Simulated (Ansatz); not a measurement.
Input:

```yaml
crystal:
  periodic: [false, false, false]
  atoms:
    - { symbol: C, position_ang: [-0.392367, 1.503727, -0.987127] }
    - { symbol: C, position_ang: [0.179031, 0.509072, -0.338162] }
    - { symbol: C, position_ang: [0.70198, -0.507162, 0.328679] }
    - { symbol: "N", position_ang: [-0.006141, -1.526395, 0.985816] }
    - { symbol: F, position_ang: [2.052812, -0.639688, 0.425406] }
    - { symbol: H, position_ang: [-0.643484, 2.457434, -0.486785] }
    - { symbol: H, position_ang: [-0.637601, 1.433583, -2.063147] }
    - { symbol: H, position_ang: [-0.58135, -1.18642, 1.762555] }
    - { symbol: H, position_ang: [-0.584481, -2.090351, 0.355665] }
basis:
  gaussian: { orbitals: def2-SVP }
hamiltonian:
  xc: pbe
  dispersion: d4
phonons: {}
```

Command:

```bash
$ ansatz run input.yaml --threads 1 --pin off --max-ram 2048MiB --backend cpu --events-out ev --progress --plain --runs-dir out
```

Hardware: 1 thread of Intel(R) Xeon(R) 6975P-C (Granite Rapids), with other jobs on the host.

Roughly how long does this run take, and how much memory?

52 s, with a peak of 0.13 GiB, for 0 ionic steps.
